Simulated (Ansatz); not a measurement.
Born–Oppenheimer molecular dynamics of AlF2H (4 atoms, charge 0, multiplicity 1). It goes on from the last frame of an earlier run, with new velocities.

All numbers below come from RKS LDA/def2-SVP (Ansatz).

```json
{
  "ensemble": "NVE (Milne-controlled integrator)",
  "time step": "0.5 fs",
  "steps asked": "150",
  "starting velocities drawn for": "200 K",
  "seed": "803993"
}
```

First frame:

```xyz
4
Properties=species:S:1:pos:R:3
Al -0.005 0.002 -0.031
H 0.207 -0.012 1.484
F 1.434 -0.001 -0.822
F -1.437 -0.002 -0.835
```

(1) How far do the bonds stretch over the last three quarters of this one trajectory? (Pairs bonded in most of those frames.)

## Answers

(1) 
```
  bond  mean (Å)  spread (Å)  shortest  longest
Al1–H2     1.582       0.038      1.52     1.64
Al1–F3     1.648       0.009      1.63     1.67
Al1–F4     1.656       0.025      1.61     1.69
```

Mean temperature of the second half: 212 K. The conserved energy stayed within 0.011 meV per atom of its start (net change -0.0055 meV per atom), so the integration is sound. A run of 0.075 ps of so small a system gives no equilibrium averages.

Time of the run: 40 s on 1 thread of Intel(R) Xeon(R) 6975P-C (Granite Rapids), with other jobs on the host, peak memory 0.13 GiB.
